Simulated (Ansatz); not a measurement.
in.yaml

```yaml
crystal:
  periodic: [false, false, false]
  atoms:
    - {symbol: C, position_ang: [0.076923, 0.006476, 0.660782]}
    - {symbol: C, position_ang: [-0.087951, 0.014849, -0.650600]}
    - {symbol: H, position_ang: [-0.011331, 0.905606, 1.233682]}
    - {symbol: H, position_ang: [0.071778, -0.996024, 1.251896]}
    - {symbol: H, position_ang: [-0.031281, 0.831203, -1.312936]}
    - {symbol: H, position_ang: [0.102249, -0.994894, -1.293969]}
basis:
  gaussian: {orbitals: def2-SVP}
magnetization: {spin_polarized: false}
hamiltonian: {xc: {name: PBE0}}
correlation: {method: bccd_t, electrons: outside_noble_gas}
```

```sh
$ ansatz run in.yaml --threads 1 --pin off --events-out ev --progress --plain --max-ram 2176MiB
```

Output:

```
500 factors; integrals over basis functions are off by at most 1.6e-3 eV
mean field evaluation 1: about -2130.1757 eV, gradient 3.5e1 eV
mean field evaluation 2: about -2130.1720 eV, gradient 3.5e1 eV
mean field evaluation 4: about -2133.5954 eV, gradient 6.0e-1 eV
mean field evaluation 8: about -2133.5949 eV, gradient 2.4e-2 eV
mean field -2133.59489647 eV, -78.4081662425 hartree, gradient 1.1e-6 eV, S^2 0.000000; 0 other end points of the search recorded, 0 dependent functions left out
2 core orbitals not correlated: weight in the atoms' cores, before any rotation towards them, 1.000 or more for the frozen orbitals, at most 0.000 for the correlated occupied ones
reference -2121.11989663 eV, -77.9497184543 hartree; 6, 6 occupied and 40, 40 virtual orbitals, 500 factors
second order -7.76055239 eV of doubles, -0.16255294 eV of singles
cycle   1  -8.23159851 eV  change   -3.2e-1 eV  update   6.8e-2
cycle   2  -8.45077729 eV  change   -2.2e-1 eV  update   2.4e-2
cycle   3  -8.53601380 eV  change   -8.5e-2 eV  update   1.1e-2
cycle   4  -8.53599061 eV  change    2.3e-5 eV  update   3.0e-3
cycle   5  -8.53664765 eV  change   -6.6e-4 eV  update   7.5e-4
cycle   6  -8.53657948 eV  change    6.8e-5 eV  update   1.8e-4
cycle   7  -8.53659768 eV  change   -1.8e-5 eV  update   4.1e-5
cycle   8  -8.53660770 eV  change   -1.0e-5 eV  update   1.5e-5
perturbative correction -0.29208921 eV, -0.0107340805 hartree
Total energy: -2129.94859353 eV, -78.2741670814 hartree
```

Ran on 1 thread of Arm Neoverse V2, shared host: 0.99 s wall, 0.11 GiB peak host memory.
